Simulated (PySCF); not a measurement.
Input of a run (BHandHLYP/def2-TZVP geometry optimisation, gas phase (PySCF 2.14.0)), started from GFN2-xTB:
```
{"job": {"xc": "BHandHLYP", "basis": "def2-TZVP", "grid": 1, "kind": "geom"}, "charge": 0, "multiplicity": 1}
C      1.858390     0.308419     0.073206
C      0.671010     0.112556     0.104253
C     -0.670102    -0.111666     0.142759
C     -1.857539    -0.307001     0.175498
H      2.892007     0.481668     0.048133
H     -2.890644    -0.481987     0.207585
```

Output (energies in Eh, forces in Eh/bohr):
```
step   0  E = -153.44402769  max force = 0.031330
step   1  E = -153.43213006  max force = 0.028277
step   2  E = -153.43874785  max force = 0.020239
step   3  E = -153.44456340  max force = 0.004444
step   4  E = -153.44475634  max force = 0.001128
step   5  E = -153.44475865  max force = 0.000183
optimisation converged
```

Summarise the run.

The energy falls by 0.020 eV over 6 energy and gradient evaluations, the largest force component goes from 0.0313 to 1.8e-04 Eh/bohr, and the atoms move by 0.006 Å rms after alignment. Among the bonds, C1≡C2 and C3≡C4 change most and about equally (-0.013 to -0.012 Å). Bonds longer at the end by more than 0.005 Å: 3 of 5; shorter: 2. The energy rose by more than 1e-6 Eh at step 1.

What are the final bond lengths?

C1≡C2 1.191 Å, C2–C3 1.368 Å, C3≡C4 1.191 Å, C1–H5 1.056 Å, C4–H6 1.056 Å. Numbering counts from 1 in the input's order; the species is diacetylene, `C#CC#C`.

The run used 136 basis functions and 42 SCF cycles in all. Time: 14 s of wall time; peak memory 0.46 GiB. Hardware: one thread, Arm Neoverse V1 (aarch64), no GPU, shared host with 32 logical CPUs at a one-minute load of 16.

Not checked by BHandHLYP/def2-TZVP frequencies.
